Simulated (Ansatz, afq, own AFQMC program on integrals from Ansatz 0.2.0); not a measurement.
CHF, singlet → CHF⁺, doublet

```json
{"atom": "C", "x (Å)": "-0.1260", "y (Å)": "-0.4787", "z (Å)": "-0.1172"}
{"atom": "F", "x (Å)": "0.8863", "y (Å)": "0.0518", "z (Å)": "0.4909"}
{"atom": "H", "x (Å)": "-0.7603", "y (Å)": "0.4269", "z (Å)": "-0.3736"}
```

Connectivity, by distances: CH–F.

E(doublet, charge +1) − E(singlet, charge +0) at this geometry, on RHF and UHF determinants.

Basis def2-TZVP. Only valence electrons are correlated. Integrals, coupled cluster, full CI and functionals: Ansatz 0.2.0; the random walks run on the same integrals in our own AFQMC program. The CISD trial takes its coefficients from CCSD amplitudes. Released means that phaseless walkers are propagated on without the constraint, phases kept. ± is one standard error of the sampling. The errors of all members are added in quadrature.

No full CI on the walks' own integrals is used here; CCSDT(Q) serves as the reference and is uncertain by about the last step of the cluster series. Each member takes its own surest rung, up to full CI.

The best estimate is CCSD(T) at the basis-set limit (CBS: def2-TZVPP and def2-QZVPP, with their diffuse functions for anions and beside diffuse sets, CCSD(T) itself extrapolated) plus the step from CCSD(T) to CCSDT(Q) in def2-TZVP. Rows without CBS are in def2-TZVP; B2PLYP and the wave-function rows carry a basis error of their own. Core correlation and relativity beyond core potentials are missing, and ± holds the sampling alone.

Cautions: CHF (singlet): higher spins were not checked, restricted determinant unstable towards unrestricted (UHF 220 meV lower, ⟨S²⟩ 0.51).

```tsv
level	vertical ionization energy (kJ/mol)
MP2	992.6
HF	923.0
CCSD	1008.3
```

(1) From these cheaper values, estimate the vertical ionization energy at the level of the best estimate.

(1) 1020.1 kJ/mol (best estimate, highest rung CCSDT(Q)).

| level | vertical ionization energy (kJ/mol) | error against the best estimate (kJ/mol) |
| --- | --- | --- |
| CCSD(T) | 1005.2 | -14.9 |
| CCSDT | 1004.6 | -15.5 |
| CCSDT(Q) | 1004.2 | -15.9 |
| ph-AFQMC/CISD | 1004.9 ± 0.7 | -15.2 ± 0.7 |
| released AFQMC | 1004.6 ± 1.2 | -15.5 ± 1.2 |
| HF/CBS | 923.1 | -97.0 |
| MP2/CBS | 1010.3 | -9.8 |
| CCSD(T)/CBS | 1021.1 | 1.0 |
| wB97M-V | 1013.6 | -6.5 |

Correlation beyond CCSD(T) takes off 1.0 kJ/mol. Going to the basis-set limit adds 15.9 kJ/mol at CCSD(T). The perturbative (T) step is worth −3.0 kJ/mol.

Best estimates are given only where the step beyond CCSD(T) is under 0.3 eV and no member's determinant is very poor (T1 over 0.05, or 0.07 for open shells, ⟨S²⟩ too high by 0.3, two states mixed), so the hardest cases are missing from such tables.

The functionals ran in a triple-zeta set and keep a basis error of their own, a few kJ/mol for each bond in atomization energies and more for double hybrids, so close places among them and the extrapolated levels can swap.

CCSDT and higher add their correlation energy to the determinant of the CCSD(T) run, since their own runs factorise the integrals more tightly (a shift of under 2 meV). Each member of a difference takes its own highest rung, so a best estimate needn't equal the limit plus the step of one row. A walk keeps the symmetry of its determinant, which the program's search chose and which needn't be the lowest solution, so a lower state of the same spin and another symmetry isn't excluded. Released energies are given only where the last usable release times agree within the noise; a slower fall can still hide under it.
